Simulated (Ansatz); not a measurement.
Isolated molecules relaxed with PBE0-D4/def2-TZVP in Ansatz; ΔE leaves out vibrations. CCSD(T)/CBS adds triple-zeta CCSD(T) − MP2 to the extrapolated MP2 energy (def2 sets, frozen cores). This one scheme is used for every species. Functionals use def2-TZVPP. One conformer a species, not always the lowest.

`OC(F)CF` + CH₄ → `CC(O)CF` + H–F  (formal exchange of groups at a C–F bond)

`OC(F)CF`:

```xyz
9

O    -1.356    0.066   -0.792
C    -0.166    0.579   -0.361
F     0.719    0.697   -1.419
C     0.485   -0.277    0.704
F     0.473   -1.595    0.289
H    -1.238   -0.880   -0.938
H    -0.352    1.589    0.016
H    -0.085   -0.207    1.635
H     1.520    0.029    0.867
```

CH₄:

Z-matrix (Å, degrees):
```
C
H 1 1.090
H 1 1.090 2 109.5
H 1 1.090 2 109.5 3 -120.0
H 1 1.090 2 109.5 3 120.0
```

`CC(O)CF`:

```xyz
12

C    -1.247   -0.314    0.564
C     0.188    0.121    0.394
O     0.229    1.530    0.482
C     0.746   -0.337   -0.931
F     2.057    0.107   -1.050
H    -1.869    0.103   -0.232
H    -1.332   -1.403    0.544
H    -1.632    0.044    1.519
H     0.805   -0.323    1.191
H     1.129    1.807    0.283
H     0.753   -1.428   -1.007
H     0.174    0.093   -1.759
```

H–F:

```xyz
2

F     0.220    0.156    0.373
H    -0.220   -0.156   -0.373
```

```tsv
level	ΔE (kJ/mol)	difference from CCSD(T)/CBS
CAM-B3LYP-D4	3.5	19.9
ωB97M-V	-1.5	14.9
B2PLYP	-0.6	15.8
PBE0	-1.3	15.1
r2SCAN0	0.0	16.4
LC-ωPBE	-0.9	15.5
HF/def2-SVP	20.9	37.3
CCSD(T)/def2-SVP	5.5	21.9
MP2/def2-TZVPP	-18.6	-2.2
CCSD/CBS(def2)	-15.5	0.9
CCSD(T)/CBS	-16.4	0
```

Largest T1 diagnostic among the species: 0.011.

The D4 term adds −6.2 kJ/mol with B3LYP and −3.4 kJ/mol with PBE0; it sums over pairs of atoms, weighted by their polarisabilities, and B3LYP, whose exchange is more repulsive, gets the larger term. In def2-TZVPP, CCSD(T) changes the Hartree–Fock value by −20.3 kJ/mol (the triples alone add −0.8 kJ/mol) and MP2 by −28.6 kJ/mol.

B3LYP here is the variant with VWN-RPA as its local correlation; programs differ in this.
